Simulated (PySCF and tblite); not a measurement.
Results of a calculation; reference values are marked as such.
System: C₄H₇NO, numbered as in [CH3:1][NH:2]/[CH:3]=[CH:4]/[CH:5]=[O:6].

The path came from a restrained scan, a climbing-image band and a saddle search at GFN2-xTB; energies are PBE0/pcSseg-1 + D3(BJ)//PBE0-D3(BJ)/def2-SVP, thermal terms GFN2-xTB. Rate constants are transition-state-theory values, counting equivalent paths, without tunnelling. (PySCF 2.14 with density fitting, tblite 0.8.)

Question: What barrier does the rotation about the C4–C5 bond (torsion C3–C4–C5–O6 from 0° to 180°, rising) meet, and how fast is it at 298 K?

Answer: The electronic barrier is 15.6 kcal/mol and ΔG‡(298 K) 15.2 kcal/mol, over a C1 saddle with an imaginary mode of 312i cm⁻¹ (GFN2-xTB). With 2 equivalent paths, k is 87 s⁻¹, a mean lifetime of the start of 11 ms against this motion. The end lies 0.1 kcal/mol above the start in free energy.
